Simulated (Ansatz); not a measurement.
input.yaml (Ansatz)

```yaml
crystal:
  lattice:
    - [-2.5124914082, 2.5124914082, 2.5124914082]
    - [2.5124914082, -2.5124914082, 2.5124914082]
    - [2.5124914082, 2.5124914082, -2.5124914082]
  atoms:
    - { symbol: Ba, position: [0.0, 0.0, 0.0] }
hamiltonian:
  xc: pbe
  pseudopotentials:
    kind: paw
    azcp:
      Ba: "pseudopotentials/Ba.paw.azcp"
basis:
  ecutwfc: 420
  fft_grid_basis: typed
kpoints:
  mp_grid: { grid: [4, 4, 4], shift: [0, 0, 0] }
magnetization:
  spin_polarized: false
scf:
  occupations: { method: fermi_dirac, width: 0.1 }
  lower_state_search: "off"
output:
  stress: true
```

Terminal output

```
Engine: ansatz 0.2.0, x86_64-unknown-linux-gnu
Pseudopotentials: kind: paw
Pseudopotential: Ba, paw, valence charge 10, recommended cutoff 420 eV (normal) 
Functional definition: PBE
  parameter kappa = 0.804
  parameter beta = 0.06672455060314922
  exchange = pbe_x(kappa = kappa, mu = beta*pi^2/3)
  correlation = pbe_c(beta = beta)
Crystal: 1 atoms, lattice volume = 63.442 Å³
Basis set: ecut = 420 eV, 1253 PW (Γ)
Bands: 9, of which v1, the nominal top of the filled ones, is band 5 counted from 1 (4 counted from 0)
Symmetry: 48 space group operations
Space group: Im-3m (ITA 229), of the structure as read, at distance tolerance 4.0e-5 Å
k-points: 8 of 64
Non-local potential: Ba, projectors of the file, l = 0: 3, l = 1: 2, l = 2: 2, l = 3: 2
PAW form: soft (Blöchl's): semilocal exchange-correlation on the pseudo side does not see the compensation charge
PAW one-centre angular grid: Ba, 194 points (default); XC on 64 Gauss nodes
Initial density: superposition of atomic densities (neutral atoms: chi_scale 0, normalization atom), corrected by the library's trained network
Initial wavefunctions: pseudopotential atomic-orbital guess
Functional: x = pbe(κ = 0.804, μ = 0.2195149727645171), c = pbe(β = 0.06672455060314922)
SCF iter   1: F=—  HF=-5949.553063 eV  |F-HF|=—  |Δ(HF+E_count)|=         —  Δρ=1.38e-3  dr2=1.45e-3  ethr=1.77e-3  ⟨swp⟩=6.9  Hψ=659  notcnv=0
SCF iter   2: F=—  HF=-5949.553259 eV  |F-HF|=—  |Δ(HF+E_count)|=   1.96e-4  Δρ=7.49e-4  dr2=3.40e-4  ethr=1.45e-5  ⟨swp⟩=2.5  Hψ=170  notcnv=0
SCF iter   3: F=—  HF=-5949.553412 eV  |F-HF|=—  |Δ(HF+E_count)|=   1.53e-4  Δρ=6.46e-5  dr2=2.45e-6  ethr=3.40e-6  ⟨swp⟩=2.9  Hψ=113  notcnv=0
SCF iter   4: F=—  HF=-5949.553414 eV  |F-HF|=—  |Δ(HF+E_count)|=   2.39e-6  Δρ=1.39e-5  dr2=1.78e-7  ethr=2.45e-8  ⟨swp⟩=2.0  Hψ=114  notcnv=0
iter 5 did not close the SCF: its close was put off for the readings that it lacked (scf_convergence_deferred on its scf_iter line)
SCF iter   5: F=-5949.553414 eV  HF=-5949.553414 eV  |F-HF|=3.62e-9  |Δ(HF+E_count)|=   7.28e-8  Δρ=2.42e-6  dr2=2.66e-9  ethr=1.78e-9  ⟨swp⟩=2.0  Hψ=110  notcnv=0
SCF iter   6: F=-5949.553414 eV  HF=-5949.553414 eV  |F-HF|=4.64e-11  |Δ(HF+E_count)|=   4.06e-9  Δρ=2.75e-7  dr2=3.51e-11  ethr=2.66e-11  ⟨swp⟩=1.9  Hψ=249  notcnv=0
SCF 1 converged in 6 iterations: F = -5949.553414 eV  dr2 = 3.51e-11
SCF converged after 6 iterations
Free energy (F): -5949.553414 eV
Harris-Foulkes:  -5949.553414 eV  (|F-HF|=4.64e-11)
Internal energy: -5949.515376 eV  (E = F + TS)
E sigma→0 (E₀):  -5949.534395 eV
Entropy (-TS):   -0.038039 eV (-38.039 meV/atom)
Fermi energy:    5.791518 eV
--- Per-component energies (eV) ---
  E_band       = -85.528675
  E_kinetic    = 166.341665
  E_local      = -378.771065  (includes V_loc(G=0)·N_el)
  E_nonlocal   = 57.098667
  E_hartree    = 119.545637
  E_xc         = -166.469817
  E_vxc        = -133.515302  (∫ρ·V_xc dr)
  E_paw        = -5225.829111  (= ΣΔE_a)
  E_vpaw       = -35.773905  (= ΣTr[D̂ρ^β])
  E_aug_tail   = -0.000002  (compensation charges beyond the density's cutoff)
  E_ewald      = -521.431350
  E_smearing   = -0.038039  (= −TS)
  E_closure    = 0.000000  (closes the sum)
  Σ components = -5949.553414   (vs F -5949.553414, Δ=0.00e0)
--- Stress (GPa, compression-positive) ---
        0.252730       0.000000       0.000000
        0.000000       0.252730      -0.000000
       -0.000000       0.000000       0.252730
  P = ⅓ Tr σ = 0.2527 GPa (2.527 kbar)
```

Command:

```sh
ansatz run input.yaml --threads 1 --pin off --max-ram 3584MiB --backend cpu --events-out ev --progress --plain --runs-dir out
```

On 1 thread of Intel(R) Xeon(R) Platinum 8259CL CPU @ 2.50GHz (Skylake/Cascade Lake) (shared host) this took about 0.88 s of wall time and 0.88 s of CPU time.
